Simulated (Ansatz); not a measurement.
# AlNH+ (singlet): the correlation ladder, 6-31G

An exercise on one series of results from a longer session: the logs are not shown, and one member is left open.

The runs use Ansatz 0.2.0, Gaussian basis; 6-31G, core rule «outside noble gas», up to 6 orbitals frozen.

The runs, in order: UHF; CCSD(T) on RHF; CCSD(T) on UHF; BCCD(T) on RHF; CISD; CCSDT(Q) on RHF; CCSDT(Q) on UHF; CISDTQ; CCSDTQ on RHF; CCSDTQ on UHF; CASSCF and MRCISD+Q, 8 electrons in 9 orbitals; CASSCF and NEVPT2, 8 electrons in 9 orbitals; Full CI.

15 further runs of the same task are left out: 5 that didn't finish, 10 set aside as unsound or not needed.

## What is computed

The geometry is a PBE0/def2-TZVP stationary point (not a proven minimum) of the parent state, kept for this charge and spin.

3 atoms, charge 1, spin multiplicity 1.

Atoms are counted from 1 here; the program's logs count them from 0.

Bond lengths: Al1–N2 1.733 Å, Al1–H3 1.580 Å. Angles: N2–Al1–H3 180.0°.

As a file:

```xyz
3
charge 1, multiplicity 1
Al    0.00000    0.00000    0.05083
N     0.00000    0.00000   -1.68176
H     0.00000    0.00000    1.63093
```

Set-up of the first run:

Contents of in.yaml:

```yaml
crystal:
  periodic: [false, false, false]
  atoms:
    - {symbol: Al, position_ang: [0.000000, 0.000000, 0.050833]}
    - {symbol: N, position_ang: [0.000000, 0.000000, -1.681761]}
    - {symbol: H, position_ang: [0.000000, 0.000000, 1.630928]}
basis:
  gaussian: {orbitals: 6-31G}
total_charge: 1
magnetization: {spin_polarized: true, initial_magnetization: 0}
hamiltonian: {xc: hf}
output: {orbitals: {seedname: orbitals}}
```

Launch:

```console
> ansatz run in.yaml --threads 1 --pin off --events-out ev --progress --plain --max-ram 2393MiB
```

Steps of the session up to this table: UHF; CCSD(T) on RHF; CCSD(T) on UHF; BCCD(T) on RHF; CISD; CCSDT(Q) on RHF; CCSDT(Q) on UHF; CISDTQ; CCSDTQ on RHF; CCSDTQ on UHF; CASSCF and MRCISD+Q, 8 electrons in 9 orbitals; CASSCF and NEVPT2, 8 electrons in 9 orbitals; Full CI.

One of the session's tables, all rows but one given; the rest of the session is left out.

It belongs to the step «Misses and costs». 

| method | from FCI (kJ/mol) |
| --- | --- |
| RHF | +358.6 |
| RMP2 | +102.6 |
| CISD | +48.9 |
| RCCSD | +29.0 |
| RCCSD(T) | +16.7 |
| BCCD(T) | +16.7 |
| RCCSDT | +3.8 |
| CISDTQ | +4.8 |
| RCCSDT(Q) | -0.8 |
| RCCSDTQ | +0.2 |
| CASSCF valence | +88.3 |
| NEVPT2 valence | ? |
| MRCISD valence | +3.1 |
| MRCISD+Q valence | +1.7 |
| FCI | 0 |

Estimate the missing values for NEVPT2 valence.

The run gave: from FCI (kJ/mol): +21.7. In the column «from FCI (kJ/mol)» it lies between BCCD(T) (+16.7) and RCCSD (+29.0).

Left out of the table: UHF, UMP2, UCCSD, UCCSD(T), UCCSDT, UCCSDT(Q), UCCSDTQ (another determinant or state than the rows shown).

To keep in mind: The report flags that the cluster equations may have other roots. The program flags RCCSDT(Q), RCCSDTQ as in doubt, so those rows may rest on another solution; read them beside their warnings. RCCSDT(Q) falls below full CI, which methods that aren't variational can do.
